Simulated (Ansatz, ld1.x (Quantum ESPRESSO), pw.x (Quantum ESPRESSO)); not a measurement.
## Equation-of-state test of one RRKJ potential (hydrogen (H))

hydrogen (H), norm-conserving RRKJ (Kleinman–Bylander form), made with ld1.x (Quantum ESPRESSO) 7.5 (PBEsol, scalar-relativistic). Core none, reference 1s1. Waves: 1s (bound): rc 1.40 bohr; 2p channel at 0.4 Ry: rc 1.05 bohr. Local part: the p channel. Core correction: none. rho0 = 0.01.

Crystal test: sc H in pw.x 7.5, no spin, 18³ k-points, Fermi–Dirac smearing 0.01 Ry, cutoffs 110/440 Ry. The reference is all-electron LAPW (Ansatz 0.2.0) with the same functional, mesh and smearing; V0 and B0 come from Birch–Murnaghan fits to the pressures at five volumes. Errors are pseudo minus all-electron; Δ is the rms difference of the E(V) curves that follow from these fits, minima aligned, over ±6 % about the mean V0. Mesh and smearing are coarse, so the numbers serve the comparison and aren't converged zero-temperature values; the lattice is a test structure that the element need not adopt.

All-electron: a0 = 1.447 Å (V0 = 3.03 Å³/atom), B0 = 107.4 GPa.

Task: How far does the potential miss the all-electron equation of state?

Result: mean pressure error (GPa): -1.39; a0 (Å): 1.441; a0 error (%): -0.42; B0 error (%): -2.0; Δ (meV/atom): 0.9.

| V (Å³/atom) | P all-electron (GPa) | P pseudo (GPa) |
| --- | --- | --- |
| 2.843 | 7.51 | 5.77 |
| 2.918 | 4.24 | 2.70 |
| 2.993 | 1.30 | -0.07 |
| 3.068 | -1.34 | -2.56 |
| 3.143 | -3.73 | -4.81 |

Task: At the middle volume, how do free energy and pressure move when the wave cutoff is lowered (ecutrho kept at four times it)?

Result:

```json
{"cutoff (Ry)": "50", "shift of F (meV/atom)": "+503.4", "shift of P (GPa)": "-24.73"}
{"cutoff (Ry)": "66", "shift of F (meV/atom)": "+156.9", "shift of P (GPa)": "-34.02"}
{"cutoff (Ry)": "88", "shift of F (meV/atom)": "+5.6", "shift of P (GPa)": "-3.90"}
```

The run at the middle volume (220 k-points, 5 iterations) took about 2.5 s on one core of a shared host (Neoverse-V2, 192 threads, 742 GiB, load 58).
